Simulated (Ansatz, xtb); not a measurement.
Relative energy of two isomers of C2H6S2

Structure X: `SCCS`, a singlet. Structure Y: `CSSC`, a singlet. Both are isolated molecules in the gas phase, relaxed with PBE0-D3(BJ)/def2-SVP; the shapes shown needn't be the lowest conformers.

X (Å):

```csv
atom,x (Å),y (Å),z (Å)
C,0.2374,0.8835,0.0296
C,0.2290,2.4025,0.0166
S,0.5214,0.1395,1.6636
S,-1.1084,3.1629,0.9848
H,-0.7005,0.4291,2.1618
H,-0.6957,0.4830,-0.3940
H,1.0669,0.5151,-0.5955
H,0.0694,2.7604,-1.0134
H,1.1958,2.8025,0.3570
H,-0.5782,2.8843,2.1958
```

Y (Å):

```xyz
10

C     0.0709    1.6046    3.3083
C    -0.3108   -0.8330    0.5031
S    -1.4671    1.1541    2.4623
S    -1.1947   -0.8500    2.0849
H     0.2039    1.0072    4.2204
H    -0.0295    2.6664    3.5813
H     0.9429    1.4889    2.6493
H    -0.9027   -0.3233   -0.2691
H    -0.1731   -1.8873    0.2180
H     0.6766   -0.3593    0.5975
```

Q: Estimate E(Y) − E(X) at the level CCSD(T)/def2-SVP + ΔMP2/def2-TZVPP.

A: Not settled: CCSD(T)/def2-SVP + ΔMP2/def2-TZVPP gives E(Y) − E(X) = −14.5 kJ/mol, but this leans on the basis-set step: CCSD(T) alone gives +12.8 kJ/mol.

The same difference at several levels:

| level | geometry | E(Y) − E(X) (kJ/mol) | departure from the last row (kJ/mol) | job, with rough time for the two |
| --- | --- | --- | --- | --- |
| GFN2-xTB | GFN2-xTB | −50.5 | −36.0 | optimisation, 0.1 s |
| HF/STO-3G | GFN2-xTB | −50.9 | −36.3 | single point, 0.2 s |
| r2SCAN-D4/def2-SVP | GFN2-xTB | −3.7 | +10.8 | single point, 1.5 s |
| PBE0-D3(BJ)/def2-SVP | PBE0-D3(BJ)/def2-SVP | −2.2 | +12.3 | optimisation, 12 s |
| HF/def2-SVP | PBE0-D3(BJ)/def2-SVP | +2.8 | +17.3 | part of the CCSD(T) run |
| MP2/def2-SVP | PBE0-D3(BJ)/def2-SVP | +13.5 | +28.0 | part of the CCSD(T) run |
| CCSD(T)/def2-SVP | PBE0-D3(BJ)/def2-SVP | +12.8 | +27.3 | single point |
| CCSD(T)/def2-SVP + ΔMP2/def2-TZVPP | PBE0-D3(BJ)/def2-SVP | −14.5 |  | single point, 10 s |

As drawn, Y has 1 S–S, 2 C–H in place of 1 C–C, 2 S–H.

HF/def2-SVP, MP2/def2-SVP, CCSD(T)/def2-SVP put the two in the other order. The largest departure from CCSD(T)/def2-SVP + ΔMP2/def2-TZVPP is that of HF/STO-3G, 36.3 kJ/mol. The last row adds to CCSD(T) the change of the MP2 difference between the two basis sets, here −27.3 kJ/mol, a large step that makes the value less sure.

With harmonic frequencies from PBE0-D3(BJ)/def2-SVP (ideal gas, rigid rotor, one conformer each, 298.15 K, 1 atm): the zero-point term adds +5.3 kJ/mol; ΔH is −7.5 and ΔG −11.2 kJ/mol.

The correlated steps freeze 12 core orbitals. Programs: Ansatz 0.2.0, xtb 6.7.1; the last row on 2 threads of Intel(R) Xeon(R) 6975P-C (Granite Rapids) on a shared host.
